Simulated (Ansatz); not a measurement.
Two shapes of singlet C2H2.

Shape 1:

```xyz
4

C    -0.0467   -0.0164   -0.4852
C    -0.0416   -0.0157    0.7991
H    -0.0485   -0.9506   -1.0196
H    -0.0062    0.9891   -1.0037
```

Shape 2:

```xyz
4

C     0.0000    0.0000   -0.5163
C     0.0000    0.0000    0.8877
H     0.0000   -1.0240   -1.1142
H     0.0000    1.0240   -1.1142
```

Basis set: cc-pVTZ (spherical functions). Correlated methods keep 2 orbitals frozen. Charge 0, multiplicity 1.

Computed with Ansatz (development build ahead of 0.2.0); each method stands on the lowest determinant of its kind that the runs found.

Problem. Which shape is lower in energy, and by how much in each method?

Solution.

| method | E(2) − E(1) (eV) |
| --- | --- |
| RHF | 0.726 |
| RHF-MP2 | 0.541 |

Shape 1 is lower.
